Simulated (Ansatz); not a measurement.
A run for Ansatz (an electronic-structure program): U-PBE/def2-TZVPP on C2H (SMILES [C]#C), 2S+1 = 2, atoms moved off the minimum.

Ansatz 0.2 input:
```yaml
crystal:
  periodic: [false, false, false]
  atoms:
    - {symbol: C, position_ang: [-0.11165091, -0.00579822, -0.72092400]}
    - {symbol: C, position_ang: [0.21195790, 0.00575493, 0.47843641]}
    - {symbol: H, position_ang: [-0.06675902, -0.02272077, 1.50922337]}
basis:
  gaussian:
    orbitals: def2-TZVPP
hamiltonian:
  xc: {name: PBE}
magnetization: {spin_polarized: true, initial_magnetization: 1}
output: {forces: true}
```

Output:

```
WARN ansatz: RAYON_NUM_THREADS=1 ignored (pool sized by the plan → 1); use --threads N
Functional definition: PBE
integrals: 0.01 GiB planned
419 factors; their error is unknown
mean field: 0.15 GiB planned
mean field evaluation 1: about -2076.9781 eV, gradient 3.4e1 eV
mean field evaluation 2: about -2061.8858 eV, gradient 5.7e1 eV
mean field evaluation 4: about -2082.3927 eV, gradient 4.6e0 eV
mean field evaluation 8: about -2082.5397 eV, gradient 4.5e-1 eV
mean field evaluation 16: about -2082.5358 eV, gradient 3.9e-3 eV
mean field evaluation 32: about -2081.9241 eV, gradient 1.4e-4 eV
mean field -2082.53584839 eV, -76.5317808347 hartree, gradient 6.1e-6 eV, S^2 0.758047; 7 other end points of the search recorded, 0 dependent functions left out
the calculation of the forces begins
reference -2082.53587435 eV, -76.5317817887 hartree; 7, 6 occupied and 69, 70 virtual orbitals, 419 factors
Total energy: -2082.53587435 eV, -76.5317817887 hartree
Atom 0 at    -0.111651    -0.005798    -0.720924 Å, force     0.247113     0.015412     0.181759 eV/Å
Atom 1 at     0.211958     0.005755     0.478436 Å, force    -0.361087    -0.019405    -0.612575 eV/Å
Atom 2 at    -0.066759    -0.022721     1.509223 Å, force     0.113974     0.003994     0.430816 eV/Å
Dipole moment:     0.035350     0.000335     0.234322 e Å
```

The calculation finished and met its thresholds.

Cost: around 1.2 core-seconds (rough).
